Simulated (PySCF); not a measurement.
Broadened absorption spectrum of H2O

H2O.
SMILES: `O`

Computed with TDDFT CAM-B3LYP/aug-cc-pVTZ, vertical, gas phase, core orbitals frozen in the response (PySCF). Isolated species at its PBE0-D3(BJ)/def2-TZVP geometry, gas phase.

Computed states:

```tsv
state	E (eV)	f
S1	7.12	0.048
S2	8.68	0.0000
S3	9.24	0.083
S4	10.06	0.0014
S5	10.73	0.0000
S6	10.79	0.0001
S7	10.79	0.011
S8	11.04	0.0000
S9	11.92	0.0000
S10	12.29	0.017
```

Each state is given a Gaussian of 0.4 eV full width at half maximum, with ε(max) = 2.175×10⁸ f / Δν̃ (Δν̃ the width in cm⁻¹). The width is an assumption, not a result. The curve ends short of the highest state used, and states not computed would add to its high-energy end.

Q: What does the envelope look like, and where are its maxima?

A: 
(E (eV), ε (L mol⁻¹ cm⁻¹)): (6.52, 6), (6.67, 93), (6.82, 662), (6.97, 2169), (7.11, 3251), (7.26, 2360), (7.41, 786), (7.56, 120), (7.70, 10), (7.85, 0), (8.00, 0), (8.15, 0), (8.30, 0), (8.44, 0), (8.59, 3), (8.74, 68), (8.89, 637), (9.03, 2531), (9.18, 5224), (9.33, 4944), (9.48, 2145), (9.62, 491), (9.77, 70), (9.92, 72), (10.07, 97), (10.22, 64), (10.36, 50), (10.51, 198), (10.66, 572), (10.81, 767), (10.95, 499), (11.10, 148), (11.25, 20), (11.40, 1), (11.54, 0), (11.69, 2)

Maxima: 174 nm (7.12 eV), ε about 3300, made up of S1 (100%); 134 nm (9.24 eV), ε about 5600, made up of S3 (100%); 123 nm (10.06 eV), ε about 97, made up of S4 (100%); 115 nm (10.79 eV), ε about 770, made up of S7 (99%) (ε in L mol⁻¹ cm⁻¹; maxima over ε = 5, shares over 10%). At its high-energy end, 11.69 eV, the curve is still rising (ε about 2.2, from S10).

Q: Coming from long wavelengths, where does ε first pass 100 L mol⁻¹ cm⁻¹?

A: At about 186 nm (6.68 eV), 0.45 eV below S1.

Q: What would ε be at 9.24 eV, the highest of these maxima, with half the width (0.2 eV)?

A: About 11200 L mol⁻¹ cm⁻¹ against 5610, a factor of about 2.00; a lone state at its own centre would give exactly 2.
